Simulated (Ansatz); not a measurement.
`B1N[SiH2]1` and `[NH]1[AlH][SiH2]1` differ in one element.

Ansatz, PBE0-D4/def2-TZVP geometries, multiplicity 1. 

| property | `B1N[SiH2]1` |
| --- | --- |
| size of the dipole moment (ωB97M-V/def2-TZVPP) / D | 1.22 |
| HOMO–LUMO gap (PBE0/def2-TZVPP) / eV | 6.75 |
| LUMO energy (PBE0/def2-TZVPP) / eV | -0.32 |
| size of the dipole moment (PBE/def2-TZVPP) / D | 1.33 |
| HOMO energy (PBE0/def2-TZVPP) / eV | -7.06 |
| zero-point energy (PBE0-D4/def2-TZVP) / kJ/mol | 117.5 |

(1) What does the change do to each property? (Best estimate.)

Results:

(1) The calculation gave: 
| property | `[NH]1[AlH][SiH2]1` | shift |
| --- | --- | --- |
| size of the dipole moment (ωB97M-V/def2-TZVPP) / D | 1.17 | -0.05 |
| HOMO–LUMO gap (PBE0/def2-TZVPP) / eV | 5.40 | -1.35 |
| LUMO energy (PBE0/def2-TZVPP) / eV | -1.09 | -0.77 |
| size of the dipole moment (PBE/def2-TZVPP) / D | 1.18 | -0.15 |
| HOMO energy (PBE0/def2-TZVPP) / eV | -6.49 | 0.57 |
| zero-point energy (PBE0-D4/def2-TZVP) / kJ/mol | 102.6 | -14.9 |

With PBE0 the HOMO rises by 0.57 eV and the LUMO falls by 0.77 eV, so the gap narrows by about 1.34 eV. PBE moves the HOMO by 0.46 eV and ωB97M-V by 0.72 eV. Dipoles are sizes alone; their direction can turn.
